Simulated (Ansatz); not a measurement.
Relaxed structures of CH₄AlS, doublet (PBE0-D4/def2-TZVP; forces vanish, vibrations not checked; lower isomers may exist, and structures with a doubtful reference or unclear bonds are left out; Å). Program: Ansatz 0.2.0. Basis: def2-TZVPP. Cores are frozen in the correlated methods; orbitals are unrestricted.

Question: Rank them by CCSD(T) energy, lowest first, and give each one's height above the lowest. Links in brackets join atoms within 1.22 times the sum of their covalent radii (1.1 for two metals). (To be estimated.)
A.
CH₄AlS ([AlH][CH][SH2])
```
7
angstrom
Al -1.6821 0.5006 -0.4114
C 0.0701 0.3228 0.2663
S 0.9209 -1.0102 -0.2562
H -2.1706 -0.6521 -1.4218
H 0.5836 0.9865 0.9541
H 1.4966 -1.6836 0.7942
H 2.1763 -0.6655 -0.6960
```
B.
CH₄AlS ([AlH2][CH][SH])
```
7
angstrom
Al -0.0583 1.0085 1.1466
C -0.0557 -0.1235 -0.3982
S 0.5860 -1.7025 -0.3940
H -0.4670 0.1957 -1.3519
H -0.6869 2.4567 1.0072
H 0.5624 0.4646 2.5003
H 0.3608 -2.0757 -1.6683
```
C.
CH₄AlS ([CH2]1[AlH][SH]1)
```
7
angstrom
Al -1.4311 -0.4099 -0.1840
C 0.0853 0.4444 0.7390
S 0.9941 -1.0334 0.1022
H -1.5195 -0.1089 -1.7575
H 0.5835 1.3626 0.4350
H 0.1197 0.3464 1.8237
H 1.1681 -0.6012 -1.1583
```

Answer: The calculation gives: C (0.0 kJ/mol), B (29.3 kJ/mol), A (212.0 kJ/mol). Heights count from the lowest.

T1 diagnostic: at most 0.022. ⟨S²⟩ of the unrestricted Hartree–Fock references: 0.75 to 0.77 (a pure state has 0.75).

For scale, one of the runs: CCSD(T)/def2-TZVPP, 171 basis functions, launched by `ansatz run in.yaml --threads 2 --pin off --events-out ev --progress --plain --max-ram 4352MiB`. The run took 62 s on 2 CPU threads of an Arm Neoverse V2 (shared host), with 3.2 GiB of host memory at its peak.
